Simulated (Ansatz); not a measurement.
Reaction (SMILES): COC=O [methyl formate] -> CO[C]=O + H atom (the C-H bond breaks)

Quantity: bond dissociation energy (electronic), in kcal/mol. Set-up: LANL2DZ all-electron up to Ne; UHF or UKS for open shells; 6-311+G** with 5d; non-relativistic; frozen cores in correlated levels; 6-31G* and kin with 6d, 5d where marked; spin-orbit terms left out; dispersion terms only where a functional's name holds one. CBS(X,Y): correlation extrapolated as X^-3; Hartree-Fock from the larger set. [CCSD(T)-MP2]/basis is that difference in the basis named. Ab initio and DFT rows: single points at B3LYP-D3(BJ) geometries (Ansatz, a program for electronic structure).

Coupled cluster (Ansatz) is a level with limits of its own, used here on species with T1 under 0.025 (0.045 for open shells) and stable references: RI-MP2/CBS(cc-pVTZ,cc-pVQZ)+[CCSD(T)-MP2]/cc-pVTZ.

Value to compare with, RI-MP2/CBS(cc-pVTZ,cc-pVQZ)+[CCSD(T)-MP2]/cc-pVTZ (Ansatz): 106.8 kcal/mol.

```tsv
level	program	bond dissociation energy (electronic) (kcal/mol)	difference
B3LYP/STO-3G	Ansatz	116.4	9.6
B3LYP/3-21G	Ansatz	104.6	-2.2
B3LYP/LANL2DZ	Ansatz	106.5	-0.3
B3LYP/6-31G	Ansatz	105.9	-0.9
B3LYP/6-31G*	Ansatz	104.0	-2.8
B3LYP/6-31+G*	Ansatz	104.0	-2.8
B3LYP/6-31G**	Ansatz	104.8	-2.0
B3LYP/def2-SVP	Ansatz	103.0	-3.8
B3LYP/cc-pVDZ	Ansatz	101.9	-4.9
B3LYP/6-311+G**	Ansatz	103.5	-3.3
B3LYP/def2-TZVPD	Ansatz	103.1	-3.7
```

Among the 10 habitual levels, B3LYP/STO-3G lies farthest from RI-MP2/CBS(cc-pVTZ,cc-pVQZ)+[CCSD(T)-MP2]/cc-pVTZ (Ansatz) (9.6 kcal/mol) and B3LYP/LANL2DZ nearest (-0.3); 1 of 10 lie above it, and their mean absolute difference is 3.3 kcal/mol, the median 2.8. One case shows no general order.

The sets are all those run for this method; runs whose electronic state is in doubt are left out.
